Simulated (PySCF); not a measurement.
All values below come from PBE-D3(BJ)/def2-TZVP // PBE0-D3(BJ)/def2-TZVP (PySCF). All species are isolated molecules in the gas phase. 

Reference species (SMILES): `F[Si](F)(Cl)Cl` (neutral, multiplicity 1).

| Quantity | Result |
|---|---|
| HOMO–LUMO gap | 7.50 eV |
| LUMO | -0.95 eV |
| HOMO | -8.45 eV |

Changed species: `F[Si](F)(F)F` (0 of 4 F replaced by Cl; the reference has 2 of 4 F replaced by Cl).

Question: What does the change do to the HOMO–LUMO gap, LUMO and HOMO?

Answer: the HOMO–LUMO gap increases by 2.56 eV, to 10.06 eV; the LUMO rises by 0.42 eV, to -0.53 eV; the HOMO drops by 2.14 eV, to -10.59 eV.
